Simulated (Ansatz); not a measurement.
`CNC(C)F` + H₂ → `CNCF` + CH₄  (hydrogenolysis of a C–C bond)

Calculated with Ansatz (gas phase, PBE0-D4/def2-TZVP geometries, no zero-point term in ΔE). CCSD(T)/CBS is the MP2 limit (def2-TZVPP, def2-QZVPP) plus CCSD(T) − MP2 in def2-TZVPP, frozen cores. This one scheme is used for every species. DFT in def2-TZVPP. B3LYP here is the variant with VWN-RPA as its local correlation; programs differ in this. One conformer a species, not always the lowest.

| level | ΔE (kcal/mol) | difference from CCSD(T)/CBS |
| --- | --- | --- |
| PBE-D4 | -11.6 | -0.3 |
| r2SCAN-D4 | -11.3 | 0.0 |
| PBE0-D4 | -12.0 | -0.7 |
| B3LYP-D4 | -12.6 | -1.3 |
| ωB97X-V | -11.5 | -0.2 |
| ωB97M-V | -11.5 | -0.2 |
| B2PLYP | -13.2 | -1.9 |
| PBE | -12.8 | -1.5 |
| r2SCAN | -11.7 | -0.4 |
| PBE0 | -13.0 | -1.7 |
| B3LYP | -14.5 | -3.2 |
| HF/def2-TZVPP | -16.0 | -4.7 |
| MP2/def2-TZVPP | -11.0 | 0.3 |
| SCS-MP2/def2-TZVPP | -12.0 | -0.7 |
| CCSD/def2-TZVPP | -12.5 | -1.2 |
| CCSD(T)/def2-TZVPP | -11.6 | -0.3 |
| HF/def2-QZVPP | -16.0 | -4.7 |
| MP2/def2-QZVPP | -10.8 | 0.5 |
| SCS-MP2/def2-QZVPP | -11.8 | -0.5 |
| HF/CBS(def2) | -16.0 | -4.7 |
| MP2/CBS(def2) | -10.7 | 0.6 |
| CCSD/CBS(def2) | -12.2 | -0.9 |
| CCSD(T)/CBS | -11.3 | 0 |

Largest T1 diagnostic among the species: 0.011.

The D4 term adds +1.9 kcal/mol with B3LYP and +1.0 kcal/mol with PBE0; it sums over pairs of atoms, weighted by their polarisabilities, and B3LYP, whose exchange is more repulsive, gets the larger term. In def2-TZVPP, CCSD(T) changes the Hartree–Fock value by +4.4 kcal/mol (the triples alone add +0.9 kcal/mol) and MP2 by +5.0 kcal/mol.
